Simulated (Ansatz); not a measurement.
[OH···H···H], doublet: the ladder up to UCCSDTQ

Geometry: a point of a hydrogen-transfer path between rigid fragments, not a stationary point.

```xyz
4

O    -0.1519   -0.0491    0.0000
H    -0.4013    0.8775    0.0000
H     1.0341   -0.0491    0.0000
H     1.7791   -0.0491    0.0000
```

Basis cc-pVDZ; Ansatz 0.2.0. Only valence electrons are correlated (noble-gas cores frozen), which leaves 9 electrons in 28 orbitals. Prefix R: restricted or restricted open-shell reference; prefix U: unrestricted. Active spaces: pair = (3e, 3o) about the gap; valence = (9e, 7o) chosen from the atoms' valence shells.

Full CI isn't at hand for all of this; UCCSDTQ serves as the reference, and is uncertain by about the last step of the cluster series. The frozen core follows each run's orbitals, which can shift R against U totals by a few meV.

For open shells CISD is restricted-active-space CI with the open shells as a complete middle space.

- UHF ⟨S²⟩: 0.777
- T1 diagnostic (RCCSD): 0.0322
- largest doubles amplitude (RCCSD): 0.054
- T1 diagnostic (UCCSD): 0.0201

```tsv
level	E − E(RHF) (eV)
UHF	-0.2985
RMP2	-5.7402
UMP2	-5.7136
RCCSD	-6.2585
UCCSD	-6.2652
RCCSD(T)	-6.3600
UCCSD(T)	-6.3603
```

**Question.** Estimate how far UCCSDTQ in cc-pVDZ lies from RCCSD(T). The table doesn't fix it; the size of (T) and the diagnostics are the guide.

**Answer.** UCCSDTQ in cc-pVDZ lies 0.48 kcal/mol below RCCSD(T), which is 21 % of the (T) step (-2.34 kcal/mol). T1 is raised, but (T) still catches most of what CCSD lacks.

The other levels:

| level | E − E(UCCSDTQ) (kcal/mol) | share of correlation (%) | wall time |
| --- | --- | --- | --- |
| CISD | 10.01 | 93.20 | 0.62 s |
| BCCD(T) | 0.49 | 99.67 | 0.97 s |
| RCCSDT | 0.28 | 99.81 | – |
| UCCSDT | 0.26 | 99.82 | – |
| RCCSDT(Q) | 0.00 | 100.00 | 9.5 s |
| UCCSDT(Q) | -0.01 | 100.01 | 8 s |
| RCCSDTQ | 0.01 | 99.99 | 18 s (H100) |
| CASSCF (pair space) | 130.42 | 11.37 | – |
| NEVPT2 (pair space) | 12.10 | 91.78 | 0.4 s |
| CASSCF (valence space) | 109.98 | 25.26 | – |
| NEVPT2 (valence space) | 17.14 | 88.35 | 0.56 s |
| NEVPT4(SD) (valence space) | 1.57 | 98.94 | 0.94 s |
| MRCISD (valence space) | 5.03 | 96.58 | – |
| MRCISD+Q (valence space) | 0.43 | 99.71 | 1.1 s |

The correlation energy at UCCSDTQ, counted from RHF, is -6.381 eV. That run took 11 s on 2 threads of AMD EPYC 7R13 with a shared H100 80 GB, shared host.

Times hold each run's SCF and search for its determinant on a shared host, so for small cases they say little of a method's own cost; rows without a card ran on 1 thread of AMD EPYC 7R13.

Natural occupations of CASSCF (valence space) about the gap: 1.999 1.997 1.977 1.974 1.001 0.027 0.024; effectively unpaired electrons, Σ n²(2−n)², 1.01.
